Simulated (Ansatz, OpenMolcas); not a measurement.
# SiH2O (oxosilane): methods side by side

The species is SiH2O (4 atoms), meant as a singlet with charge 0. As SMILES, `O=[SiH2]`. Geometry: relaxed at PBE0-D4/def2-TZVP.

```xyz
4

O    -0.2832    0.4135    1.4695
Si   -0.0067    0.0098    0.0349
H     0.4399   -1.3460   -0.3762
H    -0.1500    0.9227   -1.1283
```

Each level gives the energy change with the Si2–H4 bond stretched from 1.486 to 2.674 Å (eV). The values are calculated.

```
                            level                    kind     program  value (eV)  CPU time (all runs)
       HF/def2-TZVPP (restricted)            Hartree–Fock  OpenMolcas        3.92                 20 s
   revPBE/def2-TZVPP (restricted)                     GGA      Ansatz        2.83                6.9 s
    M06-L/def2-TZVPP (restricted)                meta-GGA  OpenMolcas        3.22                 81 s
    BHLYP/def2-TZVPP (restricted)           global hybrid      Ansatz        3.56                7.8 s
     PBE0/def2-TZVPP (restricted)           global hybrid      Ansatz        3.23                7.5 s
CAM-B3LYP/def2-TZVPP (restricted)  range-separated hybrid      Ansatz        3.39                8.9 s
  RPA@PBE/def2-TZVPP (restricted)                     RPA      Ansatz        3.02                 17 s
 RPA@PBE0/def2-TZVPP (restricted)                     RPA      Ansatz        3.27                 17 s
```

The first shape isn't each level's own minimum. The values span 2.83 to 3.92 eV. Times are those of the runs behind each value, whatever else they computed, on shared processors of several kinds: orders of magnitude only.
